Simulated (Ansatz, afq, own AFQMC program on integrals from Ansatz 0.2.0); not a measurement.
**AlBH2, singlet in cc-pVDZ, levels against CCSDT(Q)**

```xyz
4

B     0.0000   -0.6252    1.3197
Al    0.0000    0.2583   -0.5357
H     0.0000    0.2337    2.1537
H     0.0000   -0.4425   -1.9686
```

Connectivity, by distances: BH–AlH.

Basis cc-pVDZ. Only valence electrons are correlated. Ansatz 0.2.0 and our own AFQMC program on the same integrals; the CISD trial comes from CCSD amplitudes, and released means the phaseless constraint is let go. Error bars are statistical, one sigma.

Determinant: RHF, the one that the program's search chose, which needn't be the lowest solution. The geometry is a point of a scan.

No full CI on the walks' own integrals is used here; CCSDT(Q) serves as the reference and is uncertain by about the last step of the cluster series.

Cautions: higher spins were not checked; restricted determinant unstable towards unrestricted (UHF 731 meV lower, ⟨S²⟩ 0.80); strong correlation (T1 0.027, weight of the determinant 0.83, largest double 0.25).

```
T1 diagnostic                               : 0.0270
weight of the determinant in the CISD state : 0.827
size of the correlated space                : 8 electrons in 36 orbitals
```

```
  level  correlation energy (eV)
    MP2                  -3.7682
   CCSD                  -4.8613
CCSD(T)                  -5.0721
```

**Question.** Estimate where phaseless AFQMC with a CISD trial lies against CCSD(T) on the same integrals.

**Answer.** 0.66 ± 0.29 kcal/mol below CCSD(T).

Reference: CCSDT(Q), correlation energy -5.129 eV. The released energy is read at 2.40 1/Eh (meV from the phaseless value at times in 1/Eh: -7 ± 13 at 0.24, -10 ± 12 at 0.51, -17 ± 14 at 0.99, 1 ± 11 at 1.62, -26 ± 18 at 2.40).

| level | E − E(reference) (kcal/mol) | share of correlation (%) |
| --- | --- | --- |
| CCSD(T) | 1.31 | 98.89 |
| CCSDT | 0.38 | 99.68 |
| ph-AFQMC/CISD | 0.66 ± 0.29 | 99.44 |
| released AFQMC | 0.05 ± 0.41 | 99.96 |

A walk keeps the symmetry of its determinant, which the program's search chose and which needn't be the lowest solution, so a lower state of the same spin and another symmetry isn't excluded. Released energies are given only where the last usable release times agree within the noise; a slower fall can still hide under it.
